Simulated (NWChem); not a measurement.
## Lowest excitation of methanethiol (CH₄S)

SMILES: CS
```xyz
6

C      1.0468     0.4733     0.0000
S     -0.5720    -0.3413     0.0000
H      1.1988     1.0855     0.8999
H      1.7951    -0.3313     0.0000
H      1.1988     1.0855    -0.8999
H     -1.3215     0.7816     0.0000
```
Charge 0, spin multiplicity 1.

Everything below was run with NWChem. All single points use one geometry, from PBE0/def2-SVP, a minimum by its harmonic frequencies.

Basis set: aug-cc-pVDZ.

| method | lowest vertical singlet excitation energy (eV) | relative cost | difference from EOM-CCSD |
|---|---|---|---|
| EOM-CCSD | 5.43 | under 3 | 0.00 |
| TDA-PBE0 | 5.23 | under 3 | -0.21 |
| TD-PBE | 4.76 | 1 | -0.67 |
| TD-B3LYP | 5.03 | under 3 | -0.40 |
| CIS | 5.84 | under 3 | +0.41 |

The values span 1.08 eV, from TD-PBE (lowest) to CIS (highest). The cost column gives rough processor time relative to TD-PBE; each entry includes its own SCF.

The correlated methods keep 6 core orbitals frozen. B3LYP has NWChem's definition, with VWN1-RPA local correlation. No row is a measurement; the coupled-cluster row has its own basis-set and correlation limits.
